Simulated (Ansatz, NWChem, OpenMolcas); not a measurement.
## How basis sets differ on CH2O2 (formic acid)

The runs start from one conformer, not always the lowest.

CH2O2, singlet, SMILES `O=CO`. Each level relaxes the structure for itself.

Quantity: the zero-point energy at each level's own minimum, in kJ/mol. The values are calculated.

```csv
level,kind,program,value (kJ/mol)
HF/STO-3G,Hartree–Fock,Ansatz,100.1
HF/3-21G,Hartree–Fock,OpenMolcas,94.6
HF/6-31G* (spherical functions),Hartree–Fock,NWChem,97.2
HF/6-31G* (Cartesian functions),Hartree–Fock,OpenMolcas,97.3
HF/cc-pVTZ,Hartree–Fock,OpenMolcas,96.5
```

Harmonic and unscaled. The values span 94.6 to 100.1 kJ/mol. Without the sets that lack polarisation functions the rows with a basis span only 96.5 to 97.3 kJ/mol.
